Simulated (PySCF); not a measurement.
Ionisation energies (eV) were calculated with PySCF 2.14 by LDA, PBE0, MP2 (valence), in another order, as differences of total energies without spin-orbit coupling. The measured values are between term centres (NIST).

```
                                                          species  measured       A       B       C
                                B (def2-QZVPPD, non-relativistic)     8.297   8.646   8.645   8.291
                              Al⁺ (def2-QZVPPD, non-relativistic)    18.829  18.653  18.896  18.321
                               Si (def2-QZVPPD, non-relativistic)     8.157   8.218   8.234   8.073
Zr (def2-QZVPPD with the def2 core potential (28 electrons), ECP)     6.639   6.292   6.732   6.115
Tc (def2-QZVPPD with the def2 core potential (28 electrons), ECP)     7.119   6.724   7.327   6.750
Ru (def2-QZVPPD with the def2 core potential (28 electrons), ECP)     7.365   7.544   8.139   7.194
 I (def2-QZVPPD with the def2 core potential (28 electrons), ECP)    10.519  10.534  10.796  10.384
I⁺ (def2-QZVPPD with the def2 core potential (28 electrons), ECP)    18.750  18.749  19.043  18.423
```

Which column is which method?

A is PBE0 (mean error -0.04 eV); B is LDA (mean error 0.27 eV); C is MP2 (valence) (mean error -0.27 eV). PBE0, with a quarter of exact exchange, lies close to experiment on average. LDA overbinds the outer electron and comes out highest. Valence MP2 in a finite basis recovers only part of the missing correlation, so it stays below experiment on average.
